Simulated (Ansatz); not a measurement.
# Strength of the C–C bond: C3H8N → C2H5N + CH3

Species: C3H8N `CC[N]C`, doublet; C2H5N (N-methylmethanimine) `C=NC`, singlet; CH3 (methyl radical) `[CH3]`, doublet. 

Shapes, held fixed at every level: PBE0-D4/def2-TZVP. Flexible molecules stand in one conformer, not always the lowest. Programs: Ansatz 0.2.0. The zero-point and thermal change to 298 K, harmonic and unscaled (PBE0-D4/def2-TZVP), is -15.2 kJ/mol.

```csv
level,kind,ΔH(298 K) (kJ/mol)
HF/def2-SVP,Hartree–Fock,+97.8
HF/def2-TZVPP,Hartree–Fock,+87.3
SPW92/def2-TZVPP,LDA,+151.6
BHLYP-D4/def2-TZVPP,global hybrid,+109.5
B2PLYP/def2-TZVPP,double hybrid,+89.7
MP2/def2-SVP,perturbation theory,+92.0
MP2/def2-TZVPP,perturbation theory,+87.2
```

MP2/def2-TZVPP gives ΔH(298 K) = +87.2 kJ/mol; the levels span +87.2 to +151.6. A fragment pairs its electrons up again, so this isn't a typical strength of such a bond. The median of the levels is +92.0. No measured value is set beside it here. Open shells run unrestricted unless RO is named.
